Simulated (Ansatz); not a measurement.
Basis-set series for BClH$_{2}$O, SMILES `OBCl`. Total charge 0; spin multiplicity 1. The geometry is a stationary point of PBE0-D4/def2-TZVP. It is one conformer, not always the lowest.

```xyz
5

O     0.427    0.243    0.941
B     0.217   -0.138   -0.326
Cl   -1.405   -0.126   -1.024
H    -0.373    0.512    1.405
H     1.133   -0.491   -0.996
```

| functional | basis | functions | energy (Eh) | HOMO (eV) | LUMO (eV) |
| --- | --- | --- | --- | --- | --- |
| PBE0-D4 | def2-TZVPP | 132 | -561.35754 | -9.15 | -0.39 |
| PBE0-D4 | def2-QZVPP | 244 | -561.37705 | -9.18 | -0.48 |
| ωB97M-V | def2-TZVPP | 132 | -561.56604 | -11.45 | 1.63 |
| ωB97M-V | def2-QZVPP | 244 | -561.58461 | -11.49 | 1.44 |

(1) Give the rows for def2-SVP. (An estimate is asked.)

Results:

(1) The calculation gave: 
```tsv
functional	basis	functions	energy (Eh)	HOMO (eV)	LUMO (eV)
PBE0-D4	def2-SVP	56	-561.08057	-8.96	-0.07
ωB97M-V	def2-SVP	56	-561.28726	-11.21	2.10
```

Positive LUMOs are unbound and depend on the basis.

Results of the Gaussian-basis code of Ansatz.
